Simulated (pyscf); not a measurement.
Addition across a multiple bond or ene-type step: H₂C=S + H₂S → HS–CH₂–SH

Gas phase, singlet surface, charge 0. Bonds broken: S5–H6. Bonds formed: C1–S5, S2–H6. Structures and frequencies: ωB97X-D3(BJ)/def2-SVP in PySCF. MP2 and CC: frozen core, UHF for open shells. ΔMP2 is the change of the MP2 total energy from the triple- to the quadruple-zeta basis.

Transition state (Å):

```xyz
7

C     -0.3875     0.5442    -0.1309
S      1.2077    -0.0406    -0.5771
H     -0.4593     1.1757     0.7707
H     -1.0398     0.9596    -0.9177
S     -1.2813    -1.0484     0.5132
H      0.1103    -1.3326     0.7123
H     -1.1799    -1.6765    -0.6782
```

One imaginary mode, 839i cm⁻¹; descent along it reached the two sides named.

```csv
bond,change,reactant side (Å),saddle,product side
S5–H6,breaks,1.346,1.434,3.1
C1–S5,forms,3.3,1.937,1.811
S2–H6,forms,3.5,2.130,1.347
```

Electronic energies relative to the separated reactants (kJ/mol):

```tsv
level	barrier	reaction energy	reverse barrier
ωB97X-D3(BJ)/def2-TZVP	100.6	-116.5	217.1
PBE/def2-TZVP	76.1	-100.1	176.1
r²SCAN/def2-TZVP	82.6	-105.8	188.5
B3LYP-D3(BJ)/def2-TZVP	102.9	-95.6	198.6
PBE0-D3(BJ)/def2-TZVP	79.5	-117.5	197.0
M06-2X/def2-TZVP	106.8	-103.8	210.6
ωB97M-D3(BJ)/def2-TZVP	111.5	-99.7	211.2
HF/def2-TZVP	175.1	-77.4	252.4
MP2/def2-QZVPP	99.7	-103.6	203.3
CCSD/def2-TZVPP	133.8	-88.3	222.2
CCSD(T)/def2-TZVPP	123.4	-87.5	210.9
CCSD(T)/def2-TZVPP + ΔMP2(QZVPP)	115.0	-91.6	206.6
```

With CCSD(T)/def2-TZVPP + ΔMP2(QZVPP) energies and thermal terms (ideal gas, 1 atm, RRHO with modes under 100 cm⁻¹ raised to 100, one conformer, R ln 2 for rigid chiral ones), in kJ/mol:

| T (K) | ΔH‡ | ΔG‡ | ΔH | ΔG |
|---|---|---|---|---|
| 298 | 117.8 | 161.8 | -79.4 | -36.3 |
| 600 | 117.7 | 206.6 | -77.7 | +7.0 |
| 900 | 119.6 | 250.7 | -74.0 | +48.6 |
| 1200 | 122.2 | 294.0 | -69.7 | +88.8 |

HS–CH₂–SH lies 25.9 kJ/mol over its isomer H₃C–S–SH, and others may lie lower still (electronic energy, ωB97M-D3(BJ)). This is the saddle that the search found; another between the same sides may lie lower. The CCSD(T) − MP2 part came from Ansatz, without density fitting, on the same reference.
